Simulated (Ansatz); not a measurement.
We consider InSe (R3m, No. 160), described by PBEsol (PAW; Ansatz, an electronic-structure program).

Settings: plane-wave cutoff 520 eV, 10×10×10 k mesh, Fermi–Dirac smearing 0.01 eV, scalar-relativistic PAW data made under PBE.

Cell (relaxed at this level):

```xyz
4
Lattice="2.0045 1.1573 8.4292 -2.0045 1.1573 8.4292 0.0000 -2.3146 8.4292" Properties=species:S:1:pos:R:3 pbc="T T T"
Se     0.0000     0.0000    15.6004
Se     0.0000     0.0000    20.9315
In     0.0000     0.0000     0.0194
In     0.0000     0.0000     2.7961
```

Task: Estimate the band gap and Γ–Γ gap that the calculation returns.

Result: 
- band gap: 0.37 eV
- Γ–Γ gap: 2.83 eV

Note: the cell comes from a level without a dispersion term, which matters for the spacing of layers, chains or molecules; the cell has widely spaced layers and the level no dispersion term, so their spacing and the moduli can rest on weak binding.

Spin–orbit coupling is not included.

The computed numbers hold no vibrational or temperature effects.

It cost very roughly 70 core-seconds of CPU time.
